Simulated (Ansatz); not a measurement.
**How far each method lies from full CI for HBSi, singlet**

Geometry: displaced at random from a stationary point.

```yaml
atoms:
  - { symbol: Si, position_ang: [-0.0154, -0.0090, 1.6804] }
  - { symbol: B, position_ang: [-0.0163, -0.0252, -0.2259] }
  - { symbol: H, position_ang: [0.0317, 0.0342, -1.4545] }
```

Basis 6-31G; Ansatz 0.2.0. Correlated methods freeze the noble-gas cores, which leaves 8 electrons in 18 orbitals. R marks a restricted (for open shells ROHF) determinant. Active spaces: valence = (8e, 9o) chosen from the atoms' valence shells.

Full CI is exact within this basis and frozen core; it isn't the basis-set limit.

The UHF ⟨S²⟩ is 1.000. The T1 diagnostic (RCCSD) is 0.0166 and the largest doubles amplitude (RCCSD) is 0.195.

Question: From what is known of these methods and the diagnostics, rank them by the size of their error in total energy against full CI in 6-31G, smallest first (an estimate: the text doesn't fix the numbers).
A. CASSCF (valence space)
B. NEVPT2 (valence space)
C. RMP2
D. RCCSDT(Q)
E. RHF

Answer: D (0.52 mEh), B (8.53 mEh), A (29.09 mEh), C (35.30 mEh), E (122.29 mEh).

All errors are against full CI in 6-31G. Within each family the higher level lies nearer, as is usual though not guaranteed.

The program itself flagged as in doubt: RCCSDT(Q).

The full-CI state has the irrep A' of Cs, in the program's axes (one component, if the state is degenerate).

Its occupations show that no single determinant describes this state well.

Natural occupations of full CI about the gap: 1.966 1.965 1.936 0.965 0.941 0.069 0.068 0.037 0.020 0.008; effectively unpaired electrons, Σ n²(2−n)², 2.06.
